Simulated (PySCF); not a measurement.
Rigid-rotor lines calculated for a species of formula [C3H2FO2]- (commonest isotopes; PBE0-D3(BJ)/def2-SVP geometry optimisation, gas phase in PySCF 2.14.0), labelled J(Ka,Kc):

```
     transition      MHz
2(1,1) ← 1(1,0)   7431.0
1(1,1) ← 0(0,0)  12514.3
2(1,2) ← 1(1,1)   6849.0
1(0,1) ← 0(0,0)   3570.0
2(0,2) ← 1(0,1)   7133.0
```

(1) Find the rotational constants.

(2) What moments of inertia, asymmetry and inertial defect follow?

(3) Which dipole components do these lines need?

(4) Where do these fall, and of which type are they? 2(2,0) ← 1(1,1); 2(1,1) ← 2(1,2); 2(1,1) ← 2(0,2); 2(1,2) ← 1(0,1); 2(2,1) ← 2(1,2).

(5) Which structure gave them?

Answers

(1) 1(0,1) ← 0(0,0) is B + C, 2(1,1) ← 1(1,0) is 3B + C and 2(1,2) ← 1(1,1) is B + 3C, so B − C is half the difference of the last two, 291.0 MHz. 1(1,1) ← 0(0,0) is A + C. A = 10874.8, B = 1930.5, C = 1639.5 MHz.

(2) I = 505379 MHz·u·Å² over each constant: Ia = 46.47, Ib = 261.79, Ic = 308.25 u·Å²; κ = (2B − A − C)/(A − C) = -0.937 (near-prolate asymmetric top); Δ = Ic − Ia − Ib = -0.01 u·Å².

(3) μa and μb (a-type: ΔKa even, ΔKc odd; b-type: both odd). The calculation gives |μa| = 5.62 D, |μb| = 0.54 D, |μc| = 0.00 D, about the centre of mass.

(4) 
```tsv
transition	MHz	type	branch
2(1,1) ← 2(1,2)	873	a	Q
2(1,1) ← 2(0,2)	9533	b	Q
2(1,2) ← 1(0,1)	15793	b	R
2(2,1) ← 2(1,2)	27706	b	Q
2(2,0) ← 1(1,1)	34562	b	R
```

(5) `O=C([O-])/C=C/F`, point group Cs. Three constants can't fix a structure by themselves; this is the one that was computed:
```
atom  x, y, z in Å
O1    -1.379    1.716   -0.878
C2    -0.898    0.571   -0.809
O3    -1.107   -0.437   -1.513
C4     0.123    0.381    0.337
C5     0.737   -0.783    0.508
F6     1.648   -1.033    1.479
H7     0.334    1.228    0.999
H8     0.542   -1.642   -0.142
```

Stationary, but not proved a minimum. Constants of a rigid frame at the computed geometry: no zero-point averaging, no centrifugal distortion.

Hardware: one thread, Arm Neoverse V1, no GPU, on a shared host. Cost: 31 s wall. These figures are those of the optimisation.
